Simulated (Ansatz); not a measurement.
Input for Ansatz (development build ahead of 0.2.0):

```yaml
crystal:
  periodic: [false, false, false]
  atoms:
    - { symbol: C, position_ang: [-0.51434, 0.07701, -0.47063] }
    - { symbol: C, position_ang: [0.71336, -0.44417, -0.31122] }
    - { symbol: C, position_ang: [-0.11722, 0.35101, 0.78158] }
    - { symbol: H, position_ang: [-1.36015, 0.33976, -1.16891] }
    - { symbol: H, position_ang: [1.69381, -0.22314, -0.77401] }
    - { symbol: H, position_ang: [-0.55739, 0.28459, 1.8289] }
basis:
  gaussian: { orbitals: def2-SVP }
magnetization:
  spin_polarized: true
  initial_magnetization: 1
hamiltonian:
  xc: hf
correlation:
  method: mp2
  frozen_orbitals: { C: 1, H: 0 }
output:
  forces: true
```

The input is written out in the form of the current development build from the run's settings.

Results

| Item | Value |
| --- | --- |
| Converged | yes |
| Reference energy | -115.09246 hartree |
| Correlation energy | -0.35745 hartree |
| Total energy | -115.44991 hartree |
| Spin squared of the determinant | 0.970 |
| Stability test | minimum |

Forces (eV/Å):
| atom | Fx | Fy | Fz |
| --- | --- | --- | --- |
| C1 | -2.817 | 1.860 | -1.090 |
| C2 | 1.235 | 0.706 | 1.368 |
| C3 | -0.002 | -1.708 | 0.297 |
| H4 | 0.886 | -0.703 | 0.504 |
| H5 | -0.315 | -0.398 | 0.260 |
| H6 | 1.014 | 0.243 | -1.339 |

Caution: the unrestricted determinant is spin contaminated.
